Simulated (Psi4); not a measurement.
# SiH2F (SMILES F[SiH2]): levels of theory compared

We compute a comparison of 3 runs (UB3LYP/3-21G, UPBE0/def2-SVP, UM06-2X/def2-SVPD) of SiH2F. 

The results are computed with Psi4 1.11.

7 further runs of the same task are left out: 2 that didn't finish, 5 set aside as unsound or not needed.

### 1 Starting point

SiH2F has 4 atoms, charge 0, and is taken as a doublet. SMILES: `F[SiH2]`. The shape is that of a GFN2-xTB optimisation.

Bond lengths: F1–Si2 1.621 Å, Si2–H3 1.448 Å, Si2–H4 1.448 Å. Angles: F1–Si2–H3 104.7°, F1–Si2–H4 104.7°, H3–Si2–H4 120.2°.

### 2 Energy and gradient at UB3LYP/3-21G (run 1)

fh2si.json

```json
{
  "schema_name": "qcschema_input",
  "schema_version": 1,
  "molecule": {
    "schema_name": "qcschema_molecule",
    "schema_version": 2,
    "symbols": ["F", "Si", "H", "H"],
    "geometry": [2.27823492, 1.22367325, -0.80409736, -0.23083005, -0.50062624, -0.46651669, -2.30533359, 1.28221697, -0.49442794, 0.25792872, -2.00526398, 1.76504199],
    "molecular_charge": 0,
    "molecular_multiplicity": 2,
    "fix_symmetry": "c1"
  },
  "driver": "gradient",
  "model": {
    "method": "b3lyp",
    "basis": "3-21G"
  },
  "keywords": {
    "reference": "uks",
    "puream": true,
    "e_convergence": 1e-09,
    "d_convergence": 1e-08,
    "scf_type": "pk",
    "dft_radial_points": 99,
    "dft_spherical_points": 590,
    "maxiter": 200,
    "scf_properties": ["MULLIKEN_CHARGES", "WIBERG_LOWDIN_INDICES", "MAYER_INDICES"]
  }
}
```

On the command line:

```sh
$ psi4 --qcschema fh2si.json -n 1 --memory 1600MB
```

stdout:

```text
[...]
  Running in c1 symmetry.
[...]
  Nuclear repulsion =   55.499457334423063
[...]
  Multiplicity = 2
[...]
  Nalpha       = 13
  Nbeta        = 12
[...]
    Number of basis functions: 26
[...]
   @UKS iter   1:  -388.40447150048078   -3.59804e-01   1.33175e-02 ADIIS/DIIS
[...]
   @UKS iter  10:  -388.44226745365677   -9.66338e-13   8.20038e-09 DIIS
[...]
   @S^2 Observed:                7.505081350E-01
[...]
  @UKS Final Energy:  -388.44226745365677
   => Energetics <=
    Nuclear Repulsion Energy =             55.4994573344230631
    One-Electron Energy =                -649.7432200721982554
    Two-Electron Energy =                 231.6953767124778096
    DFT Exchange-Correlation Energy =     -25.8938814283593572
    Empirical Dispersion Energy =           0.0000000000000000
    VV10 Nonlocal Energy =                  0.0000000000000000
    Total Energy =                       -388.4422674536567683
[...]
  Mulliken Charges: (a.u.)
   Center  Symbol    Alpha    Beta     Spin     Total
       1     F     4.74108  4.64227  0.09881 -0.38334
       2    SI     7.06984  6.25212  0.81772  0.67804
       3     H     0.59454  0.55281  0.04174 -0.14735
       4     H     0.59454  0.55281  0.04173 -0.14735
   Total alpha = 13.00000, Total beta = 12.00000, Total charge =  0.00000
  Mayer Bond Indices:
  Total Bond Index:
  Irrep: 1 Size: 4 x 4
[...]
  -Total Gradient:
     Atom            X                  Y                   Z
    ------   -----------------  -----------------  -----------------
       1       -0.029587517513    -0.017076598888     0.008719587955
       2        0.001799557740     0.011628019108     0.014891290495
       3        0.021507906100    -0.007046016552    -0.005091583402
       4        0.006277635203     0.012490485436    -0.018522534401
[...]
```

The result, in JSON:

```text
{
 "driver": "gradient",
 "model": {
  "method": "b3lyp",
  "basis": "3-21G"
 },
 "success": true,
 "return_result": [-0.029587517513309153, -0.017076598888009234, 0.008719587955004753, 0.001799557740182929, 0.011628019107833384, 0.014891290495292253, 0.021507906100111607, -0.007046016552053697, -0.00509158340178464, 0.006277635203159406, 0.012490485435862342, -0.018522534401286234],
 "properties": {
  "calcinfo_nbasis": 26,
  "calcinfo_nmo": 26,
  "calcinfo_nalpha": 13,
  "calcinfo_nbeta": 12,
  "calcinfo_natom": 4,
  "nuclear_repulsion_energy": 55.49945733442306,
  "return_energy": -388.44226745365677,
  "return_gradient": [-0.029587517513309153, -0.017076598888009234, 0.008719587955004753, 0.001799557740182929, 0.011628019107833384, 0.014891290495292253, 0.021507906100111607, -0.007046016552053697, -0.00509158340178464, 0.006277635203159406, 0.012490485435862342, -0.018522534401286234],
  "scf_one_electron_energy": -649.7432200721983,
  "scf_two_electron_energy": 231.6953767124778,
  "scf_xc_energy": -25.893881428359357,
  "scf_dipole_moment": [-0.5167893428256098, -0.32050915729982743, 0.11995691207712733],
  "scf_total_energy": -388.44226745365677,
  "scf_total_gradient": [-0.029587517513309153, -0.017076598888009234, 0.008719587955004753, 0.001799557740182929, 0.011628019107833384, 0.014891290495292253, 0.021507906100111607, -0.007046016552053697, -0.00509158340178464, 0.006277635203159406, 0.012490485435862342, -0.018522534401286234],
  "scf_iterations": 10
 }
}
```

It took 8.4 s on 1 thread of Intel Xeon Platinum 8375C at 2.90GHz (Ice Lake), shared host; peak memory 0.35 GiB.

### 3 Energy and gradient at UPBE0/def2-SVP (run 2)

input.json

```json
{
 "schema_name": "qcschema_input",
 "schema_version": 1,
 "molecule": {
  "schema_name": "qcschema_molecule",
  "schema_version": 2,
  "symbols": ["F", "Si", "H", "H"],
  "geometry": [2.27823492, 1.22367325, -0.80409736, -0.23083005, -0.50062624, -0.46651669, -2.30533359, 1.28221697, -0.49442794, 0.25792872, -2.00526398, 1.76504199],
  "molecular_charge": 0,
  "molecular_multiplicity": 2,
  "fix_symmetry": "c1"
 },
 "driver": "gradient",
 "model": {
  "method": "pbe0",
  "basis": "def2-SVP"
 },
 "keywords": {
  "reference": "uks",
  "puream": true,
  "e_convergence": 1e-09,
  "d_convergence": 1e-08,
  "scf_type": "pk",
  "dft_radial_points": 99,
  "dft_spherical_points": 590,
  "maxiter": 200
 }
}
```

On the command line:

```sh
$ psi4 --qcschema input.json -n 1 --memory 1600MB
```

stdout:

```text
[...]
  Running in c1 symmetry.
[...]
  Nuclear repulsion =   55.499457334423063
[...]
  Multiplicity = 2
[...]
  Nalpha       = 13
  Nbeta        = 12
[...]
    Number of basis functions: 42
[...]
   @UKS iter   1:  -390.08705778017190   -3.56729e-01   8.10352e-03 ADIIS/DIIS
[...]
   @UKS iter  11:  -390.12916655722273   -7.95808e-13   2.90361e-09 DIIS
[...]
   @S^2 Observed:                7.513076787E-01
[...]
  @UKS Final Energy:  -390.12916655722273
   => Energetics <=
    Nuclear Repulsion Energy =             55.4994573344230631
    One-Electron Energy =                -651.8962500646997569
    Two-Electron Energy =                 230.4078653076645367
    DFT Exchange-Correlation Energy =     -24.1402391346105283
    Empirical Dispersion Energy =           0.0000000000000000
    VV10 Nonlocal Energy =                  0.0000000000000000
    Total Energy =                       -390.1291665572226748
[...]
  -Total Gradient:
     Atom            X                  Y                   Z
    ------   -----------------  -----------------  -----------------
       1       -0.007578418008    -0.003689258490     0.003229667457
       2       -0.013320024314     0.002551167668     0.018837259693
       3        0.017283693387    -0.008200324581    -0.005002490118
       4        0.003611048001     0.009338314964    -0.017060383117
[...]
```

The result, in JSON:

```text
{
 "driver": "gradient",
 "model": {
  "method": "pbe0",
  "basis": "def2-SVP"
 },
 "success": true,
 "return_result": [-0.007578418008222038, -0.0036892584898705894, 0.0032296674573941975, -0.013320024314104312, 0.0025511676683635243, 0.018837259692853783, 0.01728369338730304, -0.008200324580875579, -0.0050024901178484385, 0.0036110480010902828, 0.009338314963511785, -0.01706038311739333],
 "properties": {
  "calcinfo_nbasis": 42,
  "calcinfo_nmo": 42,
  "calcinfo_nalpha": 13,
  "calcinfo_nbeta": 12,
  "calcinfo_natom": 4,
  "nuclear_repulsion_energy": 55.49945733442306,
  "return_energy": -390.12916655722273,
  "return_gradient": [-0.007578418008222038, -0.0036892584898705894, 0.0032296674573941975, -0.013320024314104312, 0.0025511676683635243, 0.018837259692853783, 0.01728369338730304, -0.008200324580875579, -0.0050024901178484385, 0.0036110480010902828, 0.009338314963511785, -0.01706038311739333],
  "scf_one_electron_energy": -651.8962500646998,
  "scf_two_electron_energy": 230.40786530766454,
  "scf_xc_energy": -24.14023913461053,
  "scf_dipole_moment": [-0.5172360425987388, -0.3288592117499485, 0.10831109430051966],
  "scf_total_energy": -390.12916655722273,
  "scf_total_gradient": [-0.007578418008222038, -0.0036892584898705894, 0.0032296674573941975, -0.013320024314104312, 0.0025511676683635243, 0.018837259692853783, 0.01728369338730304, -0.008200324580875579, -0.0050024901178484385, 0.0036110480010902828, 0.009338314963511785, -0.01706038311739333],
  "scf_iterations": 11
 }
}
```

Run time: 10 s. Hardware: 1 thread of Intel Xeon Platinum 8375C at 2.90GHz (Ice Lake), shared host; peak memory 0.47 GiB.

### 4 Energy and gradient at UM06-2X/def2-SVPD (run 3)

fh2si.inp

```
memory 1600 mb

molecule m {
  0 2
  F      2.27823492     1.22367325    -0.80409736
  Si    -0.23083005    -0.50062624    -0.46651669
  H     -2.30533359     1.28221697    -0.49442794
  H      0.25792872    -2.00526398     1.76504199
  units bohr
  symmetry c1
  no_reorient
  no_com
}

set reference uks
set puream true
set e_convergence 1e-09
set d_convergence 1e-08
set scf_type pk
set dft_radial_points 99
set dft_spherical_points 590
set maxiter 200

result, w = gradient("m06-2x/def2-SVPD", return_wfn=True)
oeprop(w, "DIPOLE", "MULLIKEN_CHARGES", "WIBERG_LOWDIN_INDICES")
```

On the command line:

```sh
$ psi4 -i fh2si.inp -o fh2si.out -n 1
```

fh2si.out:

```text
[...]
  Running in c1 symmetry.
[...]
  Nuclear repulsion =   55.499457334423063
[...]
  Multiplicity = 2
[...]
  Nalpha       = 13
  Nbeta        = 12
[...]
    Number of basis functions: 63
[...]
   @UKS iter   1:  -390.26787476329406   -4.14955e-01   5.21169e-03 DIIS/ADIIS
[...]
   @UKS iter  11:  -390.30837060356021   -3.01270e-12   4.68185e-09 DIIS
[...]
   @S^2 Observed:                7.519410438E-01
[...]
  @UKS Final Energy:  -390.30837060356021
   => Energetics <=
    Nuclear Repulsion Energy =             55.4994573344230631
    One-Electron Energy =                -651.6700059109248286
    Two-Electron Energy =                 221.1256627213215609
    DFT Exchange-Correlation Energy =     -15.2634847483799749
    Empirical Dispersion Energy =           0.0000000000000000
    VV10 Nonlocal Energy =                  0.0000000000000000
    Total Energy =                       -390.3083706035602631
[...]
  -Total Gradient:
     Atom            X                  Y                   Z
    ------   -----------------  -----------------  -----------------
       1       -0.013818076986    -0.008663123583     0.003071341037
       2       -0.002540967670     0.008950243723     0.015919478381
       3        0.013222014429    -0.006488898336    -0.005138669934
       4        0.003276302799     0.006269718939    -0.013911246499
[...]
  Mulliken Charges: (a.u.)
   Center  Symbol    Alpha    Beta     Spin     Total
       1     F     4.78846  4.78006  0.00840 -0.56853
       2    SI     7.23169  6.33568  0.89601  0.43263
       3     H     0.48992  0.44213  0.04780  0.06795
       4     H     0.48992  0.44212  0.04780  0.06795
   Total alpha = 13.00000, Total beta = 12.00000, Total charge =  0.00000
  Wiberg Bond Indices using Orthogonal Lowdin Orbitals:
  Total Bond Index:
  Irrep: 1 Size: 4 x 4
[...]
```

Run time: 22 s. Hardware: 1 thread of Intel Xeon Platinum 8375C at 2.90GHz (Ice Lake), shared host; peak memory 1.2 GiB.

### 5 The series

| run | level | energy (Eh) | dipole moment (D) | HOMO energy (eV) | LUMO energy (eV) | wall time |
| --- | --- | --- | --- | --- | --- | --- |
| 1 | UB3LYP/3-21G | -388.442267 | 1.58 | -5.82 | -2.86 | 8.4 s |
| 2 | UPBE0/def2-SVP | -390.129167 | 1.58 | -6.33 | -2.36 | 10 s |
| 3 | UM06-2X/def2-SVPD | -390.308371 | 1.61 | -7.36 | -2.41 | 22 s |

### 6 What came out

| quantity | value |
| --- | --- |
| run 3: total energy | -390.30837 Eh |
| run 3: dipole moment | 1.61 D |
| run 3: HOMO energy (highest over α and β) | -7.36 eV |
| run 3: LUMO energy (lowest over α and β) | -2.41 eV |
| run 3: ⟨S²⟩ | 0.752 |
| run 3: largest force on an atom | 0.948 eV/Å |

What this shows: The dipole moment (its size) runs from 1.58 D (UB3LYP/3-21G) to 1.61 D (UM06-2X/def2-SVPD). The two ends differ in method and basis. Totals of different functionals can't be ranked against each other. All runs together took 41 s, the longest 22 s.
